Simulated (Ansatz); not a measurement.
Geometry optimisation, Ansatz 0.2.0, RKS PBE/def2-SVP.

Input:

```yaml
crystal:
  periodic: [false, false, false]
  atoms:
    - { symbol: Al, position_ang: [0.0, 0.0, 0.0] }
    - { symbol: H, position_ang: [0.8998, 0.0, 1.5126] }
    - { symbol: Cl, position_ang: [2.3982, 0.0, 0.3916] }
    - { symbol: Cl, position_ang: [-1.9312, 0.0, -1.115] }
basis:
  gaussian: { orbitals: def2-SVP }
hamiltonian:
  xc: pbe
relax:
  f_tol: 0.15
  max_steps: 25
  restrain:
    - { distance: [1, 2], at: 2.57, k: 30.0 }
    - { distance: [0, 1], at: 1.56, k: 30.0 }
    - { distance: [0, 2], at: 2.23, k: 30.0 }
output:
  orbitals: {}
```

Run as:

```bash
$ ansatz run input.yaml --threads 1 --pin off --max-ram 2048MiB --backend cpu --events-out ev --progress --plain --runs-dir out
```

Where does it end, and by what steps?

The forces met the threshold. The restraints hold the end off the free minimum. After 5 steps the energy has fallen by 2.427 eV (the restraints' own energy left out); Cl3 moved furthest, 0.54 Å.

```json
{"step": "0", "energy less start (eV)": "0.0000", "largest force component (eV/Å)": "1.734", "accepted": "yes"}
{"step": "1", "energy less start (eV)": "-0.6947", "largest force component (eV/Å)": "1.955", "accepted": "yes"}
{"step": "2", "energy less start (eV)": "-1.5277", "largest force component (eV/Å)": "2.086", "accepted": "yes"}
{"step": "3", "energy less start (eV)": "-2.2728", "largest force component (eV/Å)": "1.158", "accepted": "yes"}
{"step": "4", "energy less start (eV)": "-2.4211", "largest force component (eV/Å)": "1.807", "accepted": "yes"}
{"step": "5", "energy less start (eV)": "-2.4268", "largest force component (eV/Å)": "1.663", "accepted": "yes"}
```

```xyz
4
Properties=species:S:1:pos:R:3
Al 0.133 0.000 0.240
H 0.453 0.000 1.755
Cl 2.277 0.000 -0.129
Cl -1.495 0.000 -1.077
```

Run time: 8.6 s on 1 thread of Arm Neoverse V1, with other jobs on the host, peak memory 0.11 GiB.
